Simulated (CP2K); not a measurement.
# CH4BO (SMILES [BH]OC) at AM1

What is the energy change on altering one bond length of CH4BO at AM1? 

Program for the calculation: CP2K 2026.2.

1 further run of the same task is left out (set aside as unsound or not needed).

### Step 1. The structure to begin with

CH4BO: 7 atoms, total charge 0, spin state doublet. As SMILES, `[BH]OC`. Geometry: relaxed at PBE0-D4/def2-TZVP. This is one conformer, not always the lowest.

Bond lengths: B1–O2 1.320 Å, O2–C3 1.426 Å, B1–H4 1.207 Å, C3–H5 1.093 Å, C3–H6 1.090 Å, C3–H7 1.090 Å. Angles: B1–O2–C3 124.1°, O2–B1–H4 124.7°, O2–C3–H5 110.9°, O2–C3–H6 108.4°, O2–C3–H7 108.4°, H5–C3–H6 109.9°, H5–C3–H7 109.9°, H6–C3–H7 109.2°.

### Step 2. The energy at AM1

Input file qs.inp:

```
&FORCE_EVAL
 METHOD QUICKSTEP
 &DFT
  MULTIPLICITY 2
  UNRESTRICTED_KOHN_SHAM T
  # Quickstep
  &QS
   METHOD AM1
   EPS_DEFAULT 1.0E-10
   &SE
    &COULOMB
     CUTOFF [angstrom] 50
     RC_RANGE [angstrom] 0
    &END
    &EXCHANGE
     CUTOFF [angstrom] 50
     RC_RANGE [angstrom] 0
    &END
   &END
  &END
  &POISSON
   PERIODIC NONE
   POISSON_SOLVER ANALYTIC
  &END
  &SCF
   SCF_GUESS ATOMIC
   EPS_SCF 1.0E-07
   MAX_SCF 150
   &DIAGONALIZATION
    ALGORITHM STANDARD
   &END
   &MIXING
    METHOD DIRECT_P_MIXING
    ALPHA 0.4
   &END
  &END
  # extra output
  &PRINT
   &MOMENTS
    PERIODIC F
    REFERENCE COM
    MAX_MOMENT 1
   &END
   &MO ON
    ENERGIES T
    OCCUPATION_NUMBERS T
    NDIGITS 6
    &EACH
     QS_SCF 0
    &END
    ADD_LAST NUMERIC
   &END
   &HIRSHFELD OFF
   &END
  &END
 &END
 &SUBSYS
  # box in angstrom
  &CELL
   ABC 11.3 10.1 10.3
   PERIODIC NONE
  &END
  &COORD
   UNIT bohr
   B     -2.4936826    -1.9382921    -0.3267336
   O     -0.5147614    -1.3362253     1.0667504
   C      1.2135821     0.6398613     0.4609042
   H     -3.0774190    -0.8961081    -2.2706949
   H      0.6761440     1.5760316    -1.2993757
   H      1.2150939     2.0017869     2.0074561
   H      3.0970721    -0.1753666     0.2751441
  &END
  &TOPOLOGY
   &CENTER_COORDINATES
   &END
  &END
 &END
&END

&GLOBAL
 PROJECT qs
 RUN_TYPE ENERGY
 PRINT_LEVEL MEDIUM
&END
```

The run is started by

```console
$ OMP_NUM_THREADS=1 cp2k.psmp -i qs.inp > qs.out 2>&1
```

Standard output:

```text
CP2K| version string:                                       CP2K version 2026.2
[...]
 GLOBAL| Method name                                                        CP2K
[...]
 GLOBAL| Run type                                                         ENERGY
[...]
                             - Atoms:                                          7
[...]
                             - Spherical basis functions:                     16
[...]
 Number of electrons:                                                          9
[...]
     1 P_Mix/Diag. 0.40E+00    0.0     0.51659613       -16.2470645977 -1.62E+01
[...]
    20 DIIS/Diag.  0.37E-07    0.0     0.00000008       -21.0170414671 -1.42E-14
  *** SCF run converged in    20 steps ***
  Core-core repulsion energy [eV]:                            813.58089088060797
  Core Hamiltonian energy [eV]:                              -905.33790090155401
  Two-electron integral energy [eV]:                         -960.29154573651203
  Electronic energy [eV]:                                   -1385.48367376981014
  Total energy [eV]:                                         -571.90278288920206
  Atomic reference energy [eV]:                               571.13343466545086
  Heat of formation [kcal/mol]:                               -17.74159291886540
[...]
 SE_DIPOLE| Moment [Debye]         -0.86687722      -1.33423748       0.73511258
 SE_DIPOLE| Derivative [a.u.]       0.00000000       0.00000000       0.00000000
 ENERGY| Total FORCE_EVAL ( QS ) energy [hartree]            -21.017041467055272
[...]
```

It took 0.32 s on 1 thread of Arm Neoverse V1, shared host.

### Step 3. The distorted shape, same level

Input file mol.inp:

```
&GLOBAL
 PROJECT mol
 RUN_TYPE ENERGY
 PRINT_LEVEL MEDIUM
&END GLOBAL

&FORCE_EVAL
 METHOD QS
 &DFT
  CHARGE 0
  MULTIPLICITY 2
  UKS T
  &QS
   METHOD AM1
   EPS_DEFAULT 1.0E-10
   &SE
    &COULOMB
     CUTOFF [angstrom] 50
     RC_RANGE [angstrom] 0
    &END COULOMB
    &EXCHANGE
     CUTOFF [angstrom] 50
     RC_RANGE [angstrom] 0
    &END EXCHANGE
   &END SE
  &END QS
  &POISSON
   PERIODIC NONE
   POISSON_SOLVER ANALYTIC
  &END POISSON
  ! self-consistent field
  &SCF
   SCF_GUESS ATOMIC
   EPS_SCF 1.0E-07
   MAX_SCF 150
   &DIAGONALIZATION
    ALGORITHM STANDARD
   &END DIAGONALIZATION
   &MIXING
    METHOD DIRECT_P_MIXING
    ALPHA 0.4
   &END MIXING
  &END SCF
  ! extra output
  &PRINT
   &MOMENTS
    PERIODIC F
    REFERENCE COM
    MAX_MOMENT 1
   &END MOMENTS
   &MO ON
    ENERGIES T
    OCCUPATION_NUMBERS T
    NDIGITS 6
    &EACH
     QS_SCF 0
    &END EACH
    ADD_LAST NUMERIC
   &END MO
   &HIRSHFELD OFF
   &END HIRSHFELD
  &END PRINT
 &END DFT
 &SUBSYS
  ! box in angstrom
  &CELL
   ABC [angstrom] 11.4 10.1 10.3
   PERIODIC NONE
  &END CELL
  &COORD
   UNIT bohr
   B     -2.7762590    -1.8159852    -0.2988640
   O     -0.7973378    -1.2139185     1.0946201
   C      0.9310057     0.7621681     0.4887739
   H     -3.3599954    -0.7738013    -2.2428252
   H      0.3935676     1.6983384    -1.2715060
   H      0.9325175     2.1240937     2.0353257
   H      3.0970721    -0.1753666     0.2751441
  &END COORD
  &TOPOLOGY
   &CENTER_COORDINATES
   &END CENTER_COORDINATES
  &END TOPOLOGY
 &END SUBSYS
&END FORCE_EVAL
```

The run is started by

```console
$ OMP_NUM_THREADS=1 cp2k.psmp -i mol.inp -o mol.out
```

Standard output:

```text
CP2K| version string:                                       CP2K version 2026.2
[...]
 GLOBAL| Method name                                                        CP2K
[...]
 GLOBAL| Run type                                                         ENERGY
[...]
                             - Atoms:                                          7
[...]
                             - Spherical basis functions:                     16
[...]
 Number of electrons:                                                          9
[...]
     1 P_Mix/Diag. 0.40E+00    0.0     0.51517684       -16.3070004228 -1.63E+01
[...]
    22 DIIS/Diag.  0.60E-07    0.0     0.00000007       -21.0084503663 -8.88E-14
  *** SCF run converged in    22 steps ***
  Core-core repulsion energy [eV]:                            806.42379398400806
  Core Hamiltonian energy [eV]:                              -904.12952458729728
  Two-electron integral energy [eV]:                         -947.92655309030681
  Electronic energy [eV]:                                   -1378.09280113245063
  Total energy [eV]:                                         -571.66900714844257
  Atomic reference energy [eV]:                               571.13343466545086
  Heat of formation [kcal/mol]:                               -12.35059584001671
[...]
 SE_DIPOLE| Moment [Debye]         -0.89587957      -1.32982138       0.73443141
 SE_DIPOLE| Derivative [a.u.]       0.00000000       0.00000000       0.00000000
 ENERGY| Total FORCE_EVAL ( QS ) energy [hartree]            -21.008450366286866
[...]
```

Run time: 0.32 s. Hardware: 1 thread of Arm Neoverse V1, shared host.

### Step 4. Results

Level: AM1.

```
                                                         quantity           value
                                        first shape: total energy    -21.01704 Eh
                                       first shape: dipole moment          1.75 D
                  first shape: HOMO energy (highest over α and β)        -8.72 eV
                                   first shape: heat of formation  -17.7 kcal/mol
                                    distorted shape: total energy    -21.00845 Eh
                                   distorted shape: dipole moment          1.76 D
              distorted shape: HOMO energy (highest over α and β)        -8.71 eV
                               distorted shape: heat of formation  -12.4 kcal/mol
energy change with the C3–H7 bond stretched from 1.090 to 1.254 Å        0.234 eV
```

In words: With the C3–H7 bond stretched from 1.090 to 1.254 Å the energy rises by 0.23 eV (5.4 kcal/mol). The first shape isn't relaxed at this level, so the change isn't measured from a minimum.
